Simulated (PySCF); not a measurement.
Species: C2H7PS.
Cartesian coordinates in Å at the PBE0-D3(BJ)/def2-SVP level; atoms count from 1:
```
atom  x, y, z in Å
C1    -1.382    0.360    0.393
P2     0.338    0.667   -0.122
C3     1.068   -0.990   -0.321
S4     1.343    1.887    1.007
H5    -1.899   -0.312   -0.309
H6    -1.905    1.325    0.445
H7    -1.367   -0.084    1.399
H8     0.164    1.072   -1.479
H9     2.087   -0.875   -0.718
H10    1.130   -1.459    0.671
H11    0.469   -1.617   -0.999
```

Theory: core-valence-separated Tamm–Dancoff BHandHLYP/aug-pcX-1 (pcseg-1 on H, def2-SVPD on P, def2-SVPD on S) in PySCF, non-relativistic, gas phase, PBE0-D3(BJ)/def2-SVP geometry. No empirical shift is added; at this level the pattern usually sits a few eV under experiment.

(1) What does the C 1s absorption edge look like?

Answers

(1) 
```csv
E (eV),f,core hole on,main final orbital
285.81,0.0316,C1/C3,"LUMO (2 roots, f summed)"
286.23,0.0520,C1/C3,"spread (2 roots, f summed)"
286.47,0.0563,C1/C3,"spread (2 roots, f summed)"
286.61,0.0603,C1/C3,"spread (2 roots, f summed)"
287.33,0.0258,C1/C3,"spread (2 roots, f summed)"
```

The first line with a tenth or more of the strongest one's intensity is at 285.81 eV (f = 0.032, sum of 2), with the hole on C1/C3 (sp3 carbon bound to phosphorus). The strongest listed is at 286.61 eV (f = 0.060, sum of 2; C1/C3).

Roots within 0.03 eV whose holes lie on the same, on equivalent or on shared atoms are summed into one line, and the highest roots are left out, as the search may have cut off their partners. Final orbitals are the ground state's empty Kohn–Sham orbitals.

Q: What is the summed oscillator strength of the listed C K lines, and their intensity-weighted mean energy?

A: Σf = 0.226 over 5 lines from 285.81 to 287.33 eV; the weighted mean is 286.46 eV. The strongest line holds 27 % of the sum.

The ionisation thresholds weren't computed; near and above them a finite basis only mimics Rydberg series and continuum.
